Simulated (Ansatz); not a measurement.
A CCSD(T) single point on C3H5F2, SMILES `[CH2]CC(F)F` radical.

```yaml
crystal:
  periodic: [false, false, false]
  atoms:
    - {symbol: C, position_ang: [-1.294743, 0.574663, -0.045762]}
    - {symbol: C, position_ang: [-0.004522, 0.178107, 0.561395]}
    - {symbol: C, position_ang: [0.943585, -0.450573, -0.428792]}
    - {symbol: F, position_ang: [0.400223, -1.583815, -0.947926]}
    - {symbol: F, position_ang: [2.095679, -0.809918, 0.195360]}
    - {symbol: H, position_ang: [-1.841357, 1.428540, 0.329547]}
    - {symbol: H, position_ang: [-1.774806, -0.065747, -0.774041]}
    - {symbol: H, position_ang: [-0.146920, -0.562658, 1.364401]}
    - {symbol: H, position_ang: [0.502873, 1.034043, 1.014374]}
    - {symbol: H, position_ang: [1.203189, 0.206155, -1.265457]}
basis:
  gaussian: {orbitals: def2-TZVPP}
magnetization: {spin_polarized: true, initial_magnetization: 1}
correlation: {method: ccsd_t}
scf: {omitted_lower_state_checks: [cluster_reference]}
output: {orbitals: {seedname: orbitals}}
```

```sh
$ ansatz run in.yaml --threads 4 --pin off --events-out ev --progress --plain --max-ram 10444MiB
```

Log, shortened:

```
Functional definition: HF
1378 factors; integrals over basis functions are off by at most 8.1e-4 eV
mean field evaluation 1: about -8581.3872 eV, gradient 2.6e1 eV
mean field evaluation 2: about -8581.3926 eV, gradient 2.6e1 eV
mean field evaluation 4: about -8584.7056 eV, gradient 3.2e0 eV
mean field evaluation 8: about -8584.7950 eV, gradient 1.7e-1 eV
mean field -8584.79557178 eV, -315.4854182793 hartree, gradient 1.8e-6 eV, S^2 0.763141; 0 other end points of the search recorded, 0 dependent functions left out
5 core orbitals not correlated: weight in the atoms' cores, before any rotation towards them, 1.000 or more for the frozen orbitals, at most 0.000 for the correlated occupied ones
reference -8584.79557178 eV, -315.4854182793 hartree; 16, 15 occupied and 204, 205 virtual orbitals, 1378 factors
second order -26.53736965 eV of doubles, -0.00000000 eV of singles
cycle   1  -26.78109016 eV  change   -2.4e-1 eV  update   1.0e-1
cycle   2  -27.33448509 eV  change   -5.5e-1 eV  update   2.9e-2
cycle   3  -27.47185058 eV  change   -1.4e-1 eV  update   1.5e-2
cycle   4  -27.46488122 eV  change    7.0e-3 eV  update   4.2e-3
cycle   5  -27.46316511 eV  change    1.7e-3 eV  update   2.0e-3
cycle   6  -27.46428732 eV  change   -1.1e-3 eV  update   7.0e-4
cycle   7  -27.46422287 eV  change    6.4e-5 eV  update   2.9e-4
cycle   8  -27.46414885 eV  change    7.4e-5 eV  update   9.7e-5
cycle   9  -27.46418194 eV  change   -3.3e-5 eV  update   4.7e-5
cycle  10  -27.46417253 eV  change    9.4e-6 eV  update   1.6e-5
perturbative correction -0.91815381 eV, -0.0337415302 hartree
Total energy: -8613.17789812 eV, -316.5284495341 hartree
Checks for a lower state left out: cluster_reference
```

It took 11 min on 4 threads of an AMD EPYC 7B13 on a shared host, with 5.1 GiB of host memory at the peak.

The correlation energy is -28.382 eV, 3.2 % of it from (T); the T1 diagnostic reads 0.0117.
